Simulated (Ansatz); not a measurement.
in.yaml

```yaml
crystal:
  periodic: [false, false, false]
  atoms:
    - {symbol: C, position_ang: [-1.329224, 0.000000, 0.000000]}
    - {symbol: H, position_ang: [-1.692430, 1.027300, 0.000000]}
    - {symbol: H, position_ang: [-1.692430, -0.513651, 0.889668]}
    - {symbol: H, position_ang: [-1.692429, -0.513650, -0.889669]}
    - {symbol: H, position_ang: [0.329776, 0.000000, 0.000000]}
    - {symbol: C, position_ang: [1.419776, 0.000000, 0.000000]}
    - {symbol: H, position_ang: [1.834244, 0.000000, 0.996162]}
    - {symbol: H, position_ang: [1.834244, 0.000000, -0.996161]}
basis:
  gaussian: {orbitals: cc-pVDZ}
magnetization: {spin_polarized: true, initial_magnetization: 2}
correlation: {method: ccsdt_q, electrons: outside_noble_gas}
```

```sh
$ ansatz run in.yaml --threads 2 --pin off --events-out ev --progress --plain --max-ram 16896MiB --backend cuda --devices 0, --max-vram 18GiB
```

The program prints:

```
1091 factors; integrals over basis functions are off by at most 1.9e-7 eV
mean field evaluation 1: about -2150.5171 eV, gradient 1.4e1 eV
mean field evaluation 2: about -2150.5690 eV, gradient 1.4e1 eV
mean field evaluation 4: about -2152.1496 eV, gradient 1.9e0 eV
mean field evaluation 8: about -2152.1951 eV, gradient 2.3e-1 eV
mean field evaluation 16: about -2150.5170 eV, gradient 1.4e1 eV
mean field -2152.19629835 eV, -79.0917551534 hartree, gradient 2.4e-6 eV, S^2 2.028234; 0 other end points of the search recorded, 0 dependent functions left out
2 core orbitals not correlated: weight in the atoms' cores, before any rotation towards them, 1.000 or more for the frozen orbitals, at most 0.000 for the correlated occupied ones
reference -2152.19629835 eV, -79.0917551534 hartree; 8, 6 occupied and 48, 50 virtual orbitals, 1091 factors
second order -7.13594054 eV of doubles, -0.00000000 eV of singles
cycle   1  -8.03711874 eV  change   -9.0e-1 eV  update   6.6e-2
cycle   2  -8.49213093 eV  change   -4.6e-1 eV  update   2.6e-2
cycle   3  -8.55171657 eV  change   -6.0e-2 eV  update   1.1e-2
cycle   4  -8.54762874 eV  change    4.1e-3 eV  update   5.1e-3
cycle   5  -8.55089240 eV  change   -3.3e-3 eV  update   2.2e-3
cycle   6  -8.55097350 eV  change   -8.1e-5 eV  update   8.9e-4
cycle   7  -8.55100910 eV  change   -3.6e-5 eV  update   3.0e-4
cycle   8  -8.55129194 eV  change   -2.8e-4 eV  update   1.2e-4
cycle   9  -8.55124516 eV  change    4.7e-5 eV  update   3.6e-5
cycle  10  -8.55119251 eV  change    5.3e-5 eV  update   1.6e-5
cycle  11  -8.55119677 eV  change   -4.3e-6 eV  update   7.1e-6
cycle  12  -8.55120467 eV  change   -7.9e-6 eV  update   2.9e-6
cycle  13  -8.55120955 eV  change   -4.9e-6 eV  update   1.3e-6
cycle  14  -8.55121063 eV  change   -1.1e-6 eV  update   5.5e-7
perturbative correction -0.00754285 eV, -0.0002771945 hartree
Total energy: -2160.75505183 eV, -79.4062835423 hartree
```

Ran on 2 threads of AMD EPYC 7R13 with a shared H100 80 GB, shared host: 7.5 s wall, 0.89 GiB peak host memory.
